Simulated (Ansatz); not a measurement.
## Cr3O2: from a trial structure to a relaxed crystal

Level of theory: Ansatz 0.2.0, DFT PBE, scalar-relativistic, plane waves, PAW. Cutoff 420 eV, Γ-centred k mesh, Gaussian smearing, collinear spin, first started from parallel moments.

The start puts Cr3O2 on the anti-A-type sesquioxide structure type (P-3m1, No. 164), with O in place of La, Cr in place of O, at a guessed volume.

```
CELL_PARAMETERS angstrom
3.31641 0.00000 0.00000
-1.65821 2.87210 0.00000
0.00000 0.00000 5.15980
ATOMIC_POSITIONS crystal
Cr 0.00000 0.00000 0.00000
Cr 0.33333 0.66667 0.64500
Cr 0.66667 0.33333 0.35500
O 0.33333 0.66667 0.24500
O 0.66667 0.33333 0.75500
```

Cell and atoms relax at zero pressure; the relaxation can't lower the symmetry of the start. After a coarse first stage the cell is made exact in the group found at 0.06 Å.

The zero of energy is the elements' standard structures at the same level (O₂ as a molecule); no fitted shifts are applied.

(1) Which crystal results?

(2) What are its volume, energy, gap and moment?

Answers

(1) It keeps P-3m1 (No. 164), but not the shape of the type it started on. Conventional cell: a = 2.888 Å, c = 7.345 Å. Cr on Wyckoff site a (1 atom of the primitive cell) is coordinated by 6 O at 1.99 Å; Cr on Wyckoff site d (2 atoms of the primitive cell) is coordinated by 3 Cr at 2.21 Å and 3 O at 2.49 Å; O is coordinated by 3 Cr at 1.99 Å.

```
Cr O
1.0
     2.88811    0.00000    0.00000
    -1.44405    2.50118    0.00000
     0.00000    0.00000    7.34458
Cr O
3 2
Direct
  0.00000 0.00000 0.00000
  0.33333 0.66667 0.59883
  0.66667 0.33333 0.40117
  0.33333 0.66667 0.14858
  0.66667 0.33333 0.85142
```

(2) The volume per atom is 10.61 Å³ and the density is 5.88 g/cm³. The energy over the elements is -0.82 eV/atom, the gap on the 12×12×6 mesh is 0 eV (a metal) and the net moment per atom is 0.60 μB. The largest site moment is 2.38 μB.

The final run used a 12×12×6 mesh on its 5-atom cell and 0.10 eV smearing. The k mesh leaves about 4 meV/atom of noise in metals. A structure relaxed within its symmetry needn't be a true minimum.

Cost: 3 runs of about 6.5 core-minutes in all, on Arm Neoverse V1 (shared hosts).